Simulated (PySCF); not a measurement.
Thiohydroxylamine, H₃NS.
Bonds: N1–S2. Hydrogens: H3, H4 on N1; H5 on S2.

Method: core-valence-separated Tamm–Dancoff BHandHLYP/aug-pcX-1 (pcseg-1 on H, def2-SVPD on S) in PySCF, non-relativistic, gas phase, PBE0-D3(BJ)/def2-SVP geometry.

Computed nitrogen K-edge spectrum, Gaussian lines of 0.8 eV full width, highest printed point 100; it ends one width below the last computed root. The energies are unshifted.

```json
{"photon energy (eV)": "397.7", "absorption": "1"}
{"photon energy (eV)": "397.8", "absorption": "2"}
{"photon energy (eV)": "397.9", "absorption": "3"}
{"photon energy (eV)": "398.0", "absorption": "7"}
{"photon energy (eV)": "398.1", "absorption": "13"}
{"photon energy (eV)": "398.2", "absorption": "22"}
{"photon energy (eV)": "398.3", "absorption": "35"}
{"photon energy (eV)": "398.4", "absorption": "49"}
{"photon energy (eV)": "398.5", "absorption": "65"}
{"photon energy (eV)": "398.6", "absorption": "78"}
{"photon energy (eV)": "398.7", "absorption": "85"}
{"photon energy (eV)": "398.8", "absorption": "86"}
{"photon energy (eV)": "398.9", "absorption": "80"}
{"photon energy (eV)": "399.0", "absorption": "68"}
{"photon energy (eV)": "399.1", "absorption": "53"}
{"photon energy (eV)": "399.2", "absorption": "39"}
{"photon energy (eV)": "399.3", "absorption": "28"}
{"photon energy (eV)": "399.4", "absorption": "21"}
{"photon energy (eV)": "399.5", "absorption": "20"}
{"photon energy (eV)": "399.6", "absorption": "24"}
{"photon energy (eV)": "399.7", "absorption": "32"}
{"photon energy (eV)": "399.8", "absorption": "44"}
{"photon energy (eV)": "399.9", "absorption": "57"}
{"photon energy (eV)": "400.0", "absorption": "69"}
{"photon energy (eV)": "400.1", "absorption": "77"}
{"photon energy (eV)": "400.2", "absorption": "79"}
{"photon energy (eV)": "400.3", "absorption": "77"}
{"photon energy (eV)": "400.4", "absorption": "73"}
{"photon energy (eV)": "400.5", "absorption": "69"}
{"photon energy (eV)": "400.6", "absorption": "69"}
{"photon energy (eV)": "400.7", "absorption": "73"}
{"photon energy (eV)": "400.8", "absorption": "82"}
{"photon energy (eV)": "400.9", "absorption": "92"}
{"photon energy (eV)": "401.0", "absorption": "99"}
{"photon energy (eV)": "401.1", "absorption": "100"}
{"photon energy (eV)": "401.2", "absorption": "94"}
{"photon energy (eV)": "401.3", "absorption": "82"}
{"photon energy (eV)": "401.4", "absorption": "66"}
{"photon energy (eV)": "401.5", "absorption": "50"}
{"photon energy (eV)": "401.6", "absorption": "36"}
{"photon energy (eV)": "401.7", "absorption": "27"}
{"photon energy (eV)": "401.8", "absorption": "22"}
{"photon energy (eV)": "401.9", "absorption": "21"}
{"photon energy (eV)": "402.0", "absorption": "23"}
{"photon energy (eV)": "402.1", "absorption": "27"}
{"photon energy (eV)": "402.2", "absorption": "32"}
{"photon energy (eV)": "402.3", "absorption": "35"}
{"photon energy (eV)": "402.4", "absorption": "35"}
{"photon energy (eV)": "402.5", "absorption": "33"}
{"photon energy (eV)": "402.6", "absorption": "29"}
{"photon energy (eV)": "402.7", "absorption": "23"}
{"photon energy (eV)": "402.8", "absorption": "18"}
{"photon energy (eV)": "402.9", "absorption": "13"}
```

Question: Assign the maxima to core holes.

Answer: 4 maxima:
- 398.8 eV: N1 (nitrogen bonded to S and 2 H), 398.76 eV, f = 0.034, 100 % of the height at the exact maximum
- 400.2 eV: N1 (nitrogen bonded to S and 2 H), 400.16 eV, f = 0.030, 96 % of the height at the exact maximum
- 401.1 eV: N1 (nitrogen bonded to S and 2 H), 401.09 eV, f = 0.038, 97 % of the height at the exact maximum
- 402.4 eV: N1 (nitrogen bonded to S and 2 H), 402.39 eV, f = 0.013, 97 % of the height at the exact maximum

Roots within 0.03 eV on the same or equivalent atoms count as one line; shares under 12 % aren't listed.

Vibrational structure and lifetime widths aren't in the curve. The ionisation threshold wasn't computed; near and above it a finite basis only mimics Rydberg series and continuum.

Conformer computed: `[NH2:1][SH:2]`: H–N1–S2–H -119°.

One conformer stands for the species.
